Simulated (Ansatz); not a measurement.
Species: C$_{2}$H$_{3}$ (charge -1, singlet). It need not be the lowest isomer of its formula. Whether it binds its extra electron was not tested at this geometry. 
Geometry from a B3LYP-D3(BJ)/def2-TZVP (Ansatz, an electronic-structure program) optimisation:
```
C
C 1 1.3514
H 1 1.1007 2 121.53
H 1 1.1100 3 111.48 2 -180.00
H 2 1.1197 1 107.92 3 -180.00
```
Charge -1, spin multiplicity 1.

Basis-set convergence of Hartree-Fock and MP2 correlation energies (hartree) with Ansatz. Correlated levels leave the core frozen unless marked. Spin-orbit coupling is left out. No relativistic terms. This anion needs diffuse functions, which these sets lack.

| basis | functions | E(HF) | E(corr, MP2) |
|---|---|---|---|
| cc-pVDZ | 43 | -77.35178 | -0.27662 |
| cc-pVTZ | 102 | -77.38182 | -0.34211 |
| cc-pVQZ | 200 | (withheld) | (withheld) |

Problem. What belongs in the gaps?

Solution. 
- cc-pVQZ, E(HF): -77.39103
- cc-pVQZ, E(corr, MP2): -0.36499
